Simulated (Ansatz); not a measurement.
Basis-set extrapolation for `NCOC=O` (PBE0-D4/def2-TZVP geometry, frozen core, Ansatz 0.2.0). Multiplicity 1, RHF reference.

```csv
,def2-TZVPP,def2-QZVPP
HF,-282.945828,-282.958934
MP2 correlation,-1.003912,-1.078038
CCSD(T) correlation,-1.066127,not run
```

Energies in hartree. Use E(X) = E(∞) + A·exp(−7.88·√X) for Hartree–Fock and E(X) = E(∞) + B·X^(−2.97) for correlation, with X = 3 and 4, and add CCSD(T) minus MP2 of the smaller set to the MP2 limit.

**Question.** What is the CCSD(T) energy at the basis-set limit?

**Answer.** HF limit: -282.958934 + (-0.013106) × 0.13774 = -282.96074. MP2 limit: -1.078038 + (-0.074126) × 0.74074 = -1.13295. Higher-order term: -1.066127 − (-1.003912) = -0.06222. Total: -284.15591 hartree, 378.0 kJ/mol below CCSD(T)/def2-TZVPP.
